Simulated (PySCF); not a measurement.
**SiH2F2 (SMILES F[SiH2]F) at 6 levels**

Aim: a comparison of 6 runs (HF/3-21G, B3LYP/6-31G*, TPSS/def2-TZVP, MP2/6-31G*, CCSD(T)/def2-TZVP) of SiH2F2. The job is set up through a Python script.

The calculation is run with PySCF 2.14.0.

## Step 1: The system as given

The species is SiH2F2 (5 atoms), meant as a singlet with charge 0. SMILES: `F[SiH2]F`. Geometry: relaxed at PBE0-D4/def2-TZVP.

Bond lengths: F1–Si2 1.586 Å, Si2–F3 1.586 Å, Si2–H4 1.474 Å, Si2–H5 1.474 Å. Angles: F1–Si2–F3 108.0°, F1–Si2–H4 108.5°, F1–Si2–H5 108.5°, F3–Si2–H4 108.5°, F3–Si2–H5 108.5°, H4–Si2–H5 114.6°.

## Step 2: Energy and forces at HF/3-21G (run 1)

The input, run.py:

```python
from pyscf import gto, scf

mol = gto.M(
    atom='''
F     -1.079010     0.538200     0.980720
Si    -0.005220    -0.000540    -0.054090
F      1.247630    -0.520590     0.766910
H     -0.590470    -1.138740    -0.786300
H      0.427070     1.121680    -0.907250
''',
    basis='3-21g',
    verbose=4,
    max_memory=1860,
    charge=0,
)

calc0 = scf.RHF(mol)
calc0.conv_tol = 1e-10
calc0.kernel()
if not calc0.converged:
    calc0 = calc0.newton().run(calc0.mo_coeff, calc0.mo_occ)

e_tot = calc0.e_tot
print(f'total energy: {e_tot:.8f} hartree')
grad = calc0.nuc_grad_method().kernel()
calc0.analyze()
```

Command:

```sh
$ OMP_NUM_THREADS=1 python run.py
```

Standard output:

```text
PySCF version 2.14.0

[... 71 lines left out ...]
Total Energy =                        -486.471178336423236
[... 9 lines left out ...]
MO #3   energy= -26.152309493298   occ= 2
[... 7 lines left out ...]
MO #11  energy= -0.685584805819589 occ= 2
[... 7 lines left out ...]
MO #19  energy= 0.195733121999921  occ= 0
[... 7 lines left out ...]
MO #27  energy= 1.31969953057547   occ= 0
[... 7 lines left out ...]
MO #35  energy= 3.8884417294756    occ= 0
[... 43 lines left out ...]
Dipole moment(X, Y, Z, Debye): -0.20613, -0.02149, -2.13627
```

It took 1.2 s on 1 thread of Intel Xeon at 2.70GHz, shared host; peak memory 0.12 GiB.

## Step 3: Energy and forces at B3LYP/6-31G(d) (spherical functions) (run 2)

The input, run.py:

```python
from pyscf import gto, dft

molecule = gto.Mole()
molecule.atom = [
    ('F', (-1.079010, 0.538200, 0.980720)),
    ('Si', (-0.005220, -0.000540, -0.054090)),
    ('F', (1.247630, -0.520590, 0.766910)),
    ('H', (-0.590470, -1.138740, -0.786300)),
    ('H', (0.427070, 1.121680, -0.907250)),
]
molecule.spin = 0
molecule.max_memory = 1860
molecule.verbose = 3
molecule.basis = '6-31g*'
molecule.build()

mf = dft.RKS(molecule, xc='b3lyp')
mf.conv_tol = 1e-10
mf.grids.level = 5
mf.kernel()
if not mf.converged:
    mf = mf.newton().run(mf.mo_coeff, mf.mo_occ)

e_final = mf.e_tot
print('Final energy', e_final)
grad = mf.nuc_grad_method().kernel()
dip = mf.dip_moment()
pop, q = mf.mulliken_pop()
```

Command:

```sh
$ OMP_NUM_THREADS=1 python run.py
```

Standard output:

```text
converged SCF energy = -490.484847341526
Final energy -490.4848473415259
[... 8 lines left out ...]
Dipole moment(X, Y, Z, Debye): -0.13585, -0.01414, -1.40757
[... 56 lines left out ...]
charge of    4H =     -0.10416
```

It took 11 s on 1 thread of Intel Xeon at 2.70GHz, shared host; peak memory 0.52 GiB.

Runs 3 to 5 aren't shown in full; the table further down has their settings and results.

## Step 4: The energy at CCSD(T)/def2-TZVP (run 6)

The input, calc.py:

```python
# F[SiH2]F
from pyscf import gto, cc

system = gto.M(
    atom='''
F       -1.079010       0.538200       0.980720
Si      -0.005220      -0.000540      -0.054090
F        1.247630      -0.520590       0.766910
H       -0.590470      -1.138740      -0.786300
H        0.427070       1.121680      -0.907250
''',
    basis='def2-tzvp',
    max_memory=1860,
    verbose=3,
)

mf = system.RHF()
mf.conv_tol = 1e-10
mf.kernel()
if not mf.converged:
    mf = mf.newton().run(mf.mo_coeff, mf.mo_occ)

mycc = cc.CCSD(mf, frozen=7)
mycc.kernel()
e_t = mycc.ccsd_t()
energy = mycc.e_tot + e_t
print('Final energy', energy)
mf.analyze()
```

Command:

```sh
$ OMP_NUM_THREADS=1 python calc.py
```

Standard output:

```text
converged SCF energy = -489.213984696136
[... 19 lines left out ...]
MO #16  energy= -0.596835862956666 occ= 2
[... 18 lines left out ...]
MO #35  energy= 0.801504726648295  occ= 0
[... 18 lines left out ...]
MO #54  energy= 1.64824490220396   occ= 0
[... 18 lines left out ...]
MO #73  energy= 3.12180688993209   occ= 0
[... 18 lines left out ...]
MO #92  energy= 7.40775104357609   occ= 0
[... 18 lines left out ...]
MO #111 energy= 58.6710394986737   occ= 0
[... 6 lines left out ...]
Dipole moment(X, Y, Z, Debye): -0.16161, -0.01683, -1.67467
```

It took 46 s on 1 thread of Intel Xeon at 2.70GHz, shared host; peak memory 0.84 GiB.

## Step 5: All runs side by side

```csv
run,level,integration grid,Cartesian functions,energy (Eh),dipole moment (D) of the reference,HOMO energy (eV),LUMO energy (eV),wall time
1,HF/3-21G,–,no,-486.471178,2.15,-13.61,4.76,1.2 s
2,B3LYP/6-31G* (spherical functions),5,no,-490.484847,1.41,-9.46,0.67,11 s
3,B3LYP/6-31G* (Cartesian functions),5,yes,-490.489313,1.42,-9.46,0.60,13 s
4,TPSS/def2-TZVP,5,no,-490.642585,1.34,-8.63,-0.32,44 s
5,MP2/6-31G* (spherical functions),–,no,-489.498706,1.72,-13.55,4.10,3.6 s
6,CCSD(T)/def2-TZVP,–,no,-489.861664,1.68,-13.62,3.33,46 s
```

## Step 6: Results

| quantity | value |
| --- | --- |
| run 6: total energy | -489.86166 Eh |
| run 6: dipole moment (Hartree–Fock density) | 1.68 D |
| run 6: HOMO energy (Hartree–Fock orbitals) | -13.62 eV |
| run 6: LUMO energy (Hartree–Fock orbitals) | 3.33 eV |
| run 6: HOMO–LUMO gap (Hartree–Fock orbitals) | 16.95 eV |
| run 6: correlation energy (7 core orbitals frozen) | -647.7 mEh |
| run 6: (T) correction | -16.79 mEh |
| run 6: T1 diagnostic | 0.011 |

Over runs 1, 2, 3, 4 the dipole moment (its size) runs from 1.34 D (TPSS/def2-TZVP) to 2.15 D (HF/3-21G). The two ends differ in method and basis. Over runs 1, 2, 3, 4 the HOMO–LUMO gap runs from 8.31 eV (TPSS/def2-TZVP) to 18.37 eV (HF/3-21G). Totals of different functionals can't be ranked against each other. All runs together took 2 min, the longest 46 s.
